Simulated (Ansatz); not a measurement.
## BiOBr (P4/nmm, No. 129)

All values below come from PBE0 in Ansatz (PAW).

Run with plane-wave cutoff 460 eV, 6×6×4 k mesh (along the axes of the cell as run), Fermi–Dirac smearing 0.01 eV, scalar-relativistic PAW data made under PBE.

Cell (measured lattice):

Space group P4/nmm, origin choice 1 (No. 129); a = b = 3.9160 Å, c = 8.0770 Å, α = β = γ = 90.00°

```csv
atom,site,symmetry,x,y,z
Bi,2c,4mm,0.0000,0.5000,0.1540
O,2a,-4m2,0.0000,0.0000,0.0000
Br,2c,4mm,0.5000,0.0000,0.3470
```

```json
{
 "band_gap": "3.71 eV",
 "smallest_direct_gap_on_the_k_points_sampled": "3.95 eV",
 "Γ–Γ gap": "4.73 eV"
}
```

Note: cell and atoms aren't relaxed at this level (largest force component 0.14 eV/Å, pressure 0.5 GPa).

Spin–orbit coupling is not included; with these elements it can move the gap by several tenths of an eV or more.

Computed values are for the static lattice.

Ansatz is a first-principles code.
